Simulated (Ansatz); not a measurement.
Reaction (ligand exchange at a B–C bond): `BCB` + silanol → `BO[SiH3]` + `BC`

Gas-phase electronic energies from Ansatz, PBE0-D4/def2-TZVP geometries. CBS: MP2 limit from def2 TZ/QZ plus the TZ coupled-cluster correction, frozen cores. This one scheme is used for every species. Functionals use def2-TZVPP. B3LYP here is the variant with VWN-RPA as its local correlation; programs differ in this.

```tsv
level	ΔE (kcal/mol)
B3LYP-D4	-30.4
CCSD(T)/def2-SVP	-33.8
```

Question: What does CCSD(T)/CBS give? (Best estimate.)

Answer: The calculation gave: -28.9 kcal/mol. The listed levels differ from it by -1.5, -4.9 kcal/mol.

Question: What do rigid-rotor, harmonic-oscillator terms from PBE0-D4/def2-TZVP frequencies (298.15 K, 1 bar) make of the CCSD(T)/CBS value? (Best estimate.)

Answer: The calculation gave: ΔZPE = +0.4 kcal/mol, ΔH = -28.5 kcal/mol, ΔS = 0 J/(mol·K), ΔG = -28.5 kcal/mol.

Largest T1 diagnostic among the species: 0.013.

At CCSD(T), def2-SVP lies −4.9 kcal/mol from the extrapolated value and def2-TZVPP −0.5 kcal/mol. Leaving LDA and LC-ωPBE aside and taking each functional with its dispersion term where it has one, the values, not all of them listed here, spread over 3.9 kcal/mol, from BHLYP-D4 to revPBE-D4.
